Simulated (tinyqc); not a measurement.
Inside a calculation. Method: RKS/PBE in the sto-3g basis, for H2O, spin multiplicity 1. One step of it, computed by the program tinyqc.

Problem. Iteration 2: building the Kohn-Sham matrix. J_ij = sum D_kl (ij|kl); F = H + J + V_xc; E = tr D H + tr D J / 2 + E_xc + E_nn.

D after iteration 1, lower triangle:
```
            1O 1s      1O 2s    1O 2px     1O 2py    1O 2pz      2H 1s     3H 1s
1O 1s    2.127640
1O 2s   -0.483049   2.061205
1O 2px   0.000000   0.000000  1.653973
1O 2py   0.000000   0.000000  0.000000   1.086833
1O 2pz   0.048860  -0.246163  0.000000   0.000000  1.276375
2H 1s   -0.018315   0.029543  0.000000   0.329241  0.289782   0.756516
3H 1s   -0.018315   0.029543  0.000000  -0.329241  0.289782  -0.020840  0.756516
```

core Hamiltonian H = T + V (hartree), lower triangle:
```
             1O 1s      1O 2s     1O 2px     1O 2py     1O 2pz      2H 1s      3H 1s
1O 1s   -32.448407
1O 2s    -7.548301  -9.075682
1O 2px    0.000000   0.000000  -7.241005
1O 2py    0.000000   0.000000   0.000000  -7.323956
1O 2pz   -0.010103  -0.126065   0.000000   0.000000  -7.281573
2H 1s    -0.828515  -2.117249   0.000000  -1.342905  -0.964506  -4.018247
3H 1s    -0.828515  -2.117249   0.000000   1.342905  -0.964506  -0.574442  -4.018247
```

Two-electron integrals (ij|kl) in chemists' order, unique and non-zero (hartree):
```
(11|11) 4.785065    (21|11) 0.741380    (21|21) 0.136873    (22|11) 1.118947
(22|21) 0.256633    (22|22) 0.817206    (31|31) 0.024477    (32|31) 0.037809
(32|32) 0.180518    (33|11) 1.115814    (33|21) 0.256684    (33|22) 0.817023
(33|33) 0.880159    (41|41) 0.024477    (42|41) 0.037809    (42|42) 0.180518
(43|43) 0.047444    (44|11) 1.115814    (44|21) 0.256684    (44|22) 0.817023
(44|33) 0.785270    (44|44) 0.880159    (51|51) 0.024477    (52|51) 0.037809
(52|52) 0.180518    (53|53) 0.047444    (54|54) 0.047444    (55|11) 1.115814
(55|21) 0.256684    (55|22) 0.817023    (55|33) 0.785270    (55|44) 0.785270
(55|55) 0.880159    (61|11) 0.081493    (61|21) 0.014937    (61|22) 0.027892
(61|33) 0.027840    (61|41) 0.000541    (61|42) 0.001026    (61|44) 0.027948
(61|51) 0.000378    (61|52) 0.000718    (61|54) 0.000076    (61|55) 0.027892
(61|61) 0.001650    (62|11) 0.228137    (62|21) 0.053112    (62|22) 0.191099
(62|33) 0.187672    (62|41) 0.003242    (62|42) 0.026394    (62|44) 0.194446
(62|51) 0.002267    (62|52) 0.018458    (62|54) 0.004737    (62|55) 0.190985
(62|61) 0.005920    (62|62) 0.058716    (63|31) 0.005178    (63|32) 0.031501
(63|43) 0.005265    (63|53) 0.003682    (63|63) 0.007761    (64|11) 0.145283
(64|21) 0.034224    (64|22) 0.131540    (64|33) 0.125811    (64|41) 0.006981
(64|42) 0.048360    (64|44) 0.140708    (64|51) 0.001260    (64|52) 0.011790
(64|54) 0.006736    (64|55) 0.127947    (64|61) 0.003955    (64|62) 0.049208
(64|64) 0.048564    (65|11) 0.101601    (65|21) 0.023934    (65|22) 0.091989
(65|33) 0.087983    (65|41) 0.001260    (65|42) 0.011790    (65|44) 0.091038
(65|51) 0.006060    (65|52) 0.039746    (65|54) 0.007400    (65|55) 0.096840
(65|61) 0.002766    (65|62) 0.034412    (65|64) 0.028535    (65|65) 0.027716
(66|11) 0.412028    (66|21) 0.097426    (66|22) 0.404182    (66|33) 0.389568
(66|41) 0.006703    (66|42) 0.077535    (66|44) 0.418712    (66|51) 0.004688
(66|52) 0.054222    (66|54) 0.020381    (66|55) 0.403821    (66|61) 0.010909
(66|62) 0.167289    (66|64) 0.160313    (66|65) 0.112111    (66|66) 0.774606
(71|11) 0.081493    (71|21) 0.014937    (71|22) 0.027892    (71|33) 0.027840
(71|41) -0.000541   (71|42) -0.001026   (71|44) 0.027948    (71|51) 0.000378
(71|52) 0.000718    (71|54) -0.000076   (71|55) 0.027892    (71|61) 0.001624
(71|62) 0.005726    (71|64) 0.003550    (71|65) 0.002679    (71|66) 0.010492
(71|71) 0.001650    (72|11) 0.228137    (72|21) 0.053112    (72|22) 0.191099
(72|33) 0.187672    (72|41) -0.003242   (72|42) -0.026394   (72|44) 0.194446
(72|51) 0.002267    (72|52) 0.018458    (72|54) -0.004737   (72|55) 0.190985
(72|61) 0.005726    (72|62) 0.044969    (72|64) 0.026580    (72|65) 0.025534
(72|66) 0.100768    (72|71) 0.005920    (72|72) 0.058716    (73|31) 0.005178
(73|32) 0.031501    (73|43) -0.005265   (73|53) 0.003682    (73|63) 0.005674
(73|73) 0.007761    (74|11) -0.145283   (74|21) -0.034224   (74|22) -0.131540
(74|33) -0.125811   (74|41) 0.006981    (74|42) 0.048360    (74|44) -0.140708
(74|51) -0.001260   (74|52) -0.011790   (74|54) 0.006736    (74|55) -0.127947
(74|61) -0.003550   (74|62) -0.026580   (74|64) -0.010510   (74|65) -0.014852
(74|66) -0.056414   (74|71) -0.003955   (74|72) -0.049208   (74|74) 0.048564
(75|11) 0.101601    (75|21) 0.023934    (75|22) 0.091989    (75|33) 0.087983
(75|41) -0.001260   (75|42) -0.011790   (75|44) 0.091038    (75|51) 0.006060
(75|52) 0.039746    (75|54) -0.007400   (75|55) 0.096840    (75|61) 0.002679
(75|62) 0.025534    (75|64) 0.014852    (75|65) 0.019960    (75|66) 0.061906
(75|71) 0.002766    (75|72) 0.034412    (75|74) -0.028535   (75|75) 0.027716
(76|11) 0.056410    (76|21) 0.013259    (76|22) 0.052000    (76|33) 0.050828
(76|44) 0.051907    (76|51) 0.000880    (76|52) 0.008652    (76|55) 0.053207
(76|61) 0.001460    (76|62) 0.015784    (76|64) 0.011633    (76|65) 0.010452
(76|66) 0.047714    (76|71) 0.001460    (76|72) 0.015784    (76|74) -0.011633
(76|75) 0.010452    (76|76) 0.005511    (77|11) 0.412028    (77|21) 0.097426
(77|22) 0.404182    (77|33) 0.389568    (77|41) -0.006703   (77|42) -0.077535
(77|44) 0.418712    (77|51) 0.004688    (77|52) 0.054222    (77|54) -0.020381
(77|55) 0.403821    (77|61) 0.010492    (77|62) 0.100768    (77|64) 0.056414
(77|65) 0.061906    (77|66) 0.253537    (77|71) 0.010909    (77|72) 0.167289
(77|74) -0.160313   (77|75) 0.112111    (77|76) 0.047714    (77|77) 0.774606
```

nuclear repulsion = 6.91938676 hartree

V_xc (hartree), lower triangle:
```
            1O 1s      1O 2s     1O 2px     1O 2py     1O 2pz      2H 1s      3H 1s
1O 1s   -3.089533
1O 2s   -0.418864  -0.789176
1O 2px   0.000000   0.000000  -0.789770
1O 2py   0.000000   0.000000   0.000000  -0.778625
1O 2pz   0.001428   0.002242   0.000000   0.000000  -0.780153
2H 1s   -0.046426  -0.176436   0.000000  -0.122587  -0.086595  -0.441707
3H 1s   -0.046426  -0.176436   0.000000   0.122587  -0.086595  -0.044748  -0.441707
```

E_xc = sum of w rho eps_xc = -9.24575368 hartree

Give: Coulomb J; Kohn-Sham matrix F; total energy of this density.

Solution.

Coulomb J (hartree), lower triangle:
```
          1O 1s   1O 2s  1O 2px   1O 2py  1O 2pz   2H 1s   3H 1s
1O 1s   17.2046
1O 2s    3.2301  8.0091
1O 2px   0.0000  0.0000  7.9968
1O 2py   0.0000  0.0000  0.0000   8.0109
1O 2pz  -0.0002  0.0602  0.0000   0.0000  7.9959
2H 1s    0.3529  1.8771  0.0000   1.2975  0.9225  4.2387
3H 1s    0.3529  1.8771  0.0000  -1.2975  0.9225  0.5198  4.2387
```

Kohn-Sham matrix F (hartree), lower triangle:
```
           1O 1s    1O 2s   1O 2px   1O 2py   1O 2pz    2H 1s    3H 1s
1O 1s   -18.3333
1O 2s    -4.7370  -1.8557
1O 2px    0.0000   0.0000  -0.0340
1O 2py    0.0000   0.0000   0.0000  -0.0916
1O 2pz   -0.0089  -0.0636   0.0000   0.0000  -0.0659
2H 1s    -0.5220  -0.4166   0.0000  -0.1680  -0.1286  -0.2213
3H 1s    -0.5220  -0.4166   0.0000   0.1680  -0.1286  -0.0994  -0.2213
```

total energy of this density = -75.346629 hartree

This density is a damped mixture and is not idempotent, and it still holds part of the atomic start, so its energy may lie below the converged one.
